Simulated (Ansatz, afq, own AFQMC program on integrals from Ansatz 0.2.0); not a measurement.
Integrals from Ansatz 0.2.0, then the random walk in our own AFQMC program (afq).

```yaml
crystal:
  periodic: [false, false, false]
  atoms:
    - {symbol: Cl, position_ang: [-2.197805, 0.000000, -0.000001]}
    - {symbol: H, position_ang: [-0.684805, 0.000000, 0.000000]}
    - {symbol: Ge, position_ang: [1.020195, 0.000000, 0.000000]}
    - {symbol: H, position_ang: [1.488863, -1.465915, 0.000001]}
    - {symbol: H, position_ang: [1.488864, 0.732957, -1.269519]}
    - {symbol: H, position_ang: [1.488863, 0.732957, 1.269520]}
basis:
  gaussian: {orbitals: cc-pVTZ}
magnetization: {spin_polarized: true, initial_magnetization: 1}
correlation: {method: ccsd_t, electrons: outside_noble_gas, hamiltonian_folder: ham}
```

```sh
$ ansatz run in.yaml --threads 1 --pin off --events-out ev --progress --plain --max-ram 24576MiB --backend cuda --devices 0, --max-vram 18GiB
```

Options of the walk:

```
--method phaseless --trial cisd --walkers 600 --populations 10 --least-time 60 --time-step 0.005 --steps-per-block 50 --equilibration-blocks 28 --max-blocks 4000 --target-error 0.00023 --factor-cut 1e-05 --start spin_pure --seed 2697 --release-times 0.24,0.51,0.99,1.5 --release-step 0.03 --release-every 4 --taylor-order 6
```

Times are imaginary, in 1/Eh. The walk had a cap of 240 s. With eight or more populations the least sampling time is a fifth of least-time, and the error comes from their spread. Filled inner d shells are frozen with the cores.

afq prints:

```
orbitals 114  electrons 8 7  factors 728 of 780
reference energy -2537.18875492 Eh
CCSD correlation -0.36979692 Eh in 11 cycles, weight of the determinant in the CISD state 0.8479
energy of the start -2537.556841 Eh
 block  time / (1/Eh)  mean weight  energy / Eh
     1     0.250  1.0000  -2537.550642
     2     0.500  0.9998  -2537.554727
     3     0.750  0.9992  -2537.560116
     4     1.000  1.0000  -2537.563775
     5     1.250  1.0003  -2537.565978
    11     2.750  0.9994  -2537.571704
    23     5.750  1.0002  -2537.574409
    35     8.750  0.9998  -2537.574475
    47    11.750  0.9992  -2537.573301
    59    14.750  1.0008  -2537.570166
    69    17.250  1.0000  -2537.576744
    71    17.750  1.0007  -2537.572860
    83    20.750  0.9997  -2537.571018
    93    23.250  0.9975  -2537.568931
    95    23.750  1.0001  -2537.570893
   107    26.750  1.0006  -2537.571358
   117    29.250  0.9998  -2537.571223
error from the spread of 10 populations
released: time / (1/Eh)  energy / Eh  error  mean overlap
  0.24  -2537.572440  0.000379  0.9938
  0.51  -2537.572500  0.000311  0.9900
  0.99  -2537.572256  0.000248  0.9995
  1.50  -2537.572543  0.000352  1.0007
energy -2537.572095 +/- 0.000169 Eh
(rows thinned)
```

The run passed its tests (sampling time, drift between the halves within three errors, error under three times the target), which doesn't prove that it has relaxed. The second half of the sampling lies above the first by 2.8 errors of their difference, so the energy may still be moving and its error bar be too small.

Against this walk (error 4.6 meV) on the same determinant: CCSD(T) 24.2 meV higher. The error is statistical and leaves out the bias of the constraint. Released to 0.99 1/Eh the energy moves by -4 ± 8 meV (both errors), within twice the noise.

Cautions: constraint bias not in the error; no relativity below Rb; no spin-orbit coupling; inner d shell frozen.

The walk took 2 min on 1 × NVIDIA H100 80GB HBM3 with 2 threads of AMD EPYC 7R13 Processor (Zen 3) (shared host) (the card was shared). The log's last line is the phaseless energy.

A walk keeps the symmetry of its determinant, which the program's search chose and which needn't be the lowest solution, so a lower state of the same spin and another symmetry isn't excluded.
